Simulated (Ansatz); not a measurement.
System: hcp Cd. Method: PBE in Ansatz (PAW).

Run with plane-wave cutoff 500 eV, 30×30×14 k mesh (along the axes of the cell as run), Fermi–Dirac smearing 0.1 eV, scalar-relativistic PAW data made under PBE.

Computed at the level's own relaxed cell.

Q: Give the computed equilibrium volume per atom, equilibrium lattice constant a and c axis length.

A: 
* **equilibrium volume per atom**: 22.89 Å³/atom
* **equilibrium lattice constant a**: 3.028 Å
* **c axis length**: 5.767 Å

Measured, for comparison: lattice constant a 2.979 Å, lattice parameter c 5.617 Å (293 K, no zero-point or thermal correction; as tabulated in Wikipedia's data pages). Computed (rounded) less measured: lattice constant a +1.6 %, lattice parameter c +2.7 %.

The computed numbers hold no vibrational or temperature effects.

Ansatz is a program for electronic structure.
